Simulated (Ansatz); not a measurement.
Input file:

```yaml
crystal:
  periodic: [false, false, false]
  atoms:
    - {symbol: O, position_ang: [0.000000, 0.000000, 1.350051]}
    - {symbol: C, position_ang: [0.000000, 0.000000, 0.163694]}
    - {symbol: F, position_ang: [0.000000, 1.069490, -0.620212]}
    - {symbol: F, position_ang: [0.000000, -1.069490, -0.620212]}
basis:
  gaussian: {orbitals: STO-3G}
magnetization: {spin_polarized: false}
correlation: {method: ccsdt_q, electrons: outside_noble_gas}
```

```sh
$ ansatz run in.yaml --threads 1 --pin off --events-out ev --progress --plain --max-ram 3956MiB --backend cpu
```

Output:

```
364 factors; integrals over basis functions are off by at most 5.9e-8 eV
mean field evaluation 1: about -8356.2222 eV, gradient 4.3e1 eV
mean field evaluation 2: about -8356.3402 eV, gradient 4.4e1 eV
mean field evaluation 4: about -8362.1347 eV, gradient 3.1e0 eV
mean field evaluation 8: about -8362.2038 eV, gradient 1.1e-1 eV
mean field evaluation 16: about -8361.9917 eV, gradient 1.6e0 eV
mean field -8362.20388530 eV, -307.3053246794 hartree, gradient 8.6e-7 eV, S^2 0.000000; 0 other end points of the search recorded, 0 dependent functions left out
4 core orbitals not correlated: weight in the atoms' cores, before any rotation towards them, 1.000 or more for the frozen orbitals, at most 0.000 for the correlated occupied ones
reference -8362.20388530 eV, -307.3053246794 hartree; 12, 12 occupied and 4, 4 virtual orbitals, 364 factors
second order -4.07731052 eV of doubles, -0.00000000 eV of singles
cycle   1  -4.28891725 eV  change   -2.1e-1 eV  update   1.0e-1
cycle   2  -4.66826786 eV  change   -3.8e-1 eV  update   5.0e-2
cycle   3  -4.85558375 eV  change   -1.9e-1 eV  update   2.2e-2
cycle   4  -4.87440107 eV  change   -1.9e-2 eV  update   6.9e-3
cycle   5  -4.87622036 eV  change   -1.8e-3 eV  update   3.8e-3
cycle   6  -4.87526336 eV  change    9.6e-4 eV  update   1.1e-3
cycle   7  -4.87553685 eV  change   -2.7e-4 eV  update   4.8e-4
cycle   8  -4.87575171 eV  change   -2.1e-4 eV  update   1.8e-4
cycle   9  -4.87578682 eV  change   -3.5e-5 eV  update   6.9e-5
cycle  10  -4.87578061 eV  change    6.2e-6 eV  update   2.2e-5
cycle  11  -4.87577845 eV  change    2.2e-6 eV  update   1.0e-5
cycle  12  -4.87578012 eV  change   -1.7e-6 eV  update   4.0e-6
cycle  13  -4.87578083 eV  change   -7.1e-7 eV  update   1.4e-6
cycle  14  -4.87578293 eV  change   -2.1e-6 eV  update   5.0e-7
perturbative correction -0.00731828 eV, -0.0002689420 hartree
Total energy: -8367.08698652 eV, -307.4847753393 hartree
```

For the same geometry and basis full CI lies 1.7 meV higher.

Ran on 1 thread of AMD EPYC 7R13, shared host: 0.84 s wall, 0.13 GiB peak host memory.
